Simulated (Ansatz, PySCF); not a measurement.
System: difluoromethane, CH₂F₂, net charge 0, singlet state. 
Geometry from a B3LYP-D3(BJ)/def2-TZVP (Ansatz, an electronic-structure program) optimisation:
```xyz
5

C      0.0044     0.0053     0.5043
F     -0.0170     1.1024    -0.3021
F      0.0119    -1.1085    -0.2792
H     -0.9025    -0.0002     1.1113
H      0.9218     0.0234     1.0951
```
Charge 0, spin multiplicity 1.

Wanted: vertical triplet-singlet gap (E(triplet) - E(singlet); each state is the SCF solution reached for its spin), in kJ/mol. Valence correlation only, unless marked. Open shells are spin-unrestricted. Spin-orbit coupling is left out. No relativistic terms. 

```json
[
 {"level": "PBE/def2-TZVPD", "program": "Ansatz", "vertical triplet-singlet gap (kJ/mol)": "806.0"},
 {"level": "r2SCAN/def2-TZVPD", "program": "Ansatz", "vertical triplet-singlet gap (kJ/mol)": "843.3"},
 {"level": "B3LYP/def2-TZVPD", "program": "Ansatz", "vertical triplet-singlet gap (kJ/mol)": "863.9"},
 {"level": "PBE0/def2-TZVPD", "program": "Ansatz", "vertical triplet-singlet gap (kJ/mol)": "871.3"},
 {"level": "BHLYP/def2-TZVPD", "program": "Ansatz", "vertical triplet-singlet gap (kJ/mol)": "931.6"},
 {"level": "M06-2X/def2-TZVPD", "program": "PySCF", "vertical triplet-singlet gap (kJ/mol)": "929.3"},
 {"level": "CAM-B3LYP/def2-TZVPD", "program": "Ansatz", "vertical triplet-singlet gap (kJ/mol)": "892.8"},
 {"level": "wB97M-V/def2-TZVPD", "program": "Ansatz", "vertical triplet-singlet gap (kJ/mol)": "898.8"},
 {"level": "B2PLYP/def2-TZVPD", "program": "Ansatz", "vertical triplet-singlet gap (kJ/mol)": "889.4"},
 {"level": "MP2/aug-cc-pVDZ", "program": "Ansatz", "vertical triplet-singlet gap (kJ/mol)": "909.5"},
 {"level": "RI-MP2/aug-cc-pVTZ", "program": "Ansatz", "vertical triplet-singlet gap (kJ/mol)": "1047.2"},
 {"level": "RI-MP2/aug-cc-pVQZ", "program": "Ansatz", "vertical triplet-singlet gap (kJ/mol)": "1054.5"},
 {"level": "CCSD/aug-cc-pVDZ", "program": "Ansatz", "vertical triplet-singlet gap (kJ/mol)": "924.8"},
 {"level": "CCSD(T)/aug-cc-pVDZ", "program": "Ansatz", "vertical triplet-singlet gap (kJ/mol)": "905.9"}
]
```
